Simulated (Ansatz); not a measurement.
Relaxed structures of CH₄MgN (charge -1), closed shell (PBE0-D4/def2-TZVPD; forces vanish, vibrations not checked; lower isomers may exist, and structures with a doubtful reference or unclear bonds are left out; Å). Program: Ansatz 0.2.0. Basis: def2-TZVPPD. Cores are frozen in the correlated methods. The outer core shell of Li, Na, Mg and K is correlated. The def2 sets are not built for correlating such inner shells, so the correlated values are less sure here.

**Question.** Rank them by CCSD(T) energy, lowest first, and give each one's height above the lowest. Links in brackets join atoms within 1.22 times the sum of their covalent radii (1.1 for two metals). (An estimate is asked for; the value comes from the calculation.)
A.
CH₄MgN ([CH3][N][MgH]), total charge -1
```
7
angstrom
C -0.8835 0.4864 -0.3447
Mg 1.7478 -0.9298 0.7764
N 0.2671 -0.1321 0.1476
H -1.6744 -0.2173 -0.7060
H -0.7124 1.1652 -1.2172
H -1.4196 1.1327 0.3944
H 3.1912 -1.7067 1.3911
```
B.
CH₄MgN ([NH][CH][MgH2]), total charge -1
```
7
angstrom
C 0.3119 0.0045 0.6435
Mg -1.0855 0.3852 -1.0033
N 1.3464 -0.7290 0.4088
H -2.4906 -0.7198 -1.2018
H -0.8236 1.8376 -2.0306
H 0.2252 0.3841 1.6963
H 1.9389 -0.8513 1.2421
```
C.
CH₄MgN ([CH3][Mg][NH]), total charge -1
```
7
angstrom
C -1.1528 0.6388 -0.4375
Mg 0.6121 -0.3084 0.3229
N 2.1405 -1.2540 0.6145
H -1.8997 -0.0901 -0.7782
H -0.9356 1.2950 -1.2904
H -1.6417 1.2607 0.3239
H 2.8773 -1.5419 1.2449
```
D.
CH₄MgN ([CH2][Mg][NH2]), total charge -1
```
7
angstrom
C -1.0351 0.7630 -0.3544
Mg 0.6453 -0.0983 0.3093
N 1.9670 -1.3674 0.9827
H 1.8203 -2.3469 1.1892
H -1.1316 1.0659 -1.4067
H -1.5746 1.4890 0.2704
H 2.9365 -1.1690 1.1901
```

**Answer.** The calculation gives: C (0.00 kcal/mol), D (2.05 kcal/mol), B (5.51 kcal/mol), A (14.05 kcal/mol). Heights count from the lowest.

T1 diagnostic: at most 0.022. The restricted Hartree–Fock reference is unstable towards an unrestricted one at one or more of these structures.

For scale, one of the runs: CCSD(T)/def2-TZVPPD, 177 basis functions, launched by `ansatz run in.yaml --threads 2 --pin off --events-out ev --progress --plain --max-ram 4352MiB`. The run took 50 s on 2 CPU threads of an Arm Neoverse V1 (shared host), with 1.8 GiB of host memory at its peak.
